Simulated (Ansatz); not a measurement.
**SiNH5 (Si(NH2)H3): the energy, rung by rung**

The species is SiNH5 (7 atoms), meant as a singlet with charge 0. SMILES: `[H][Si]([H])([H])N`. The coordinates come from a GFN2-xTB relaxation.

```xyz
7

Si   -0.0007    0.0024   -0.6830
N     0.0907    0.1787    1.0286
H     0.7077   -0.4282    1.5438
H    -0.7637    0.3074    1.5458
H     1.3878   -0.0099   -1.1355
H    -0.7479    1.1693   -1.1461
H    -0.6738   -1.2197   -1.1536
```

Quantity: the energy change with the Si1–H5 bond stretched from 1.460 to 1.825 Å, in eV. The values are calculated.

```csv
level,kind,program,value (eV),less FCI/STO-3G
HF/STO-3G (restricted),Hartree–Fock,Ansatz,1.53,+0.39
BHLYP/STO-3G (restricted),global hybrid,Ansatz,1.34,+0.20
PBE0/STO-3G (restricted),global hybrid,Ansatz,1.21,+0.07
r2SCAN0/STO-3G (restricted),hybrid meta-GGA,Ansatz,1.27,+0.13
wB97X/STO-3G (restricted),range-separated hybrid,Ansatz,1.26,+0.12
RPA@PBE/STO-3G (restricted),RPA,Ansatz,1.10,-0.04
CCSD(T)/STO-3G (restricted),coupled cluster or CI,Ansatz,1.14,0.00
CCSDT(Q)/STO-3G (restricted),coupled cluster or CI,Ansatz,1.14,0.00
FCI/STO-3G,exact in the basis,Ansatz,1.14,0.00
```

FCI/STO-3G is exact within its basis and frozen core, so for wave-function methods in that basis the difference is their error; functionals converge differently with the basis, so for them it is only a difference. The first shape isn't each level's own minimum. The values span 1.10 to 1.53 eV. All rows use very small basis sets, so none should be taken for the real molecule's value.
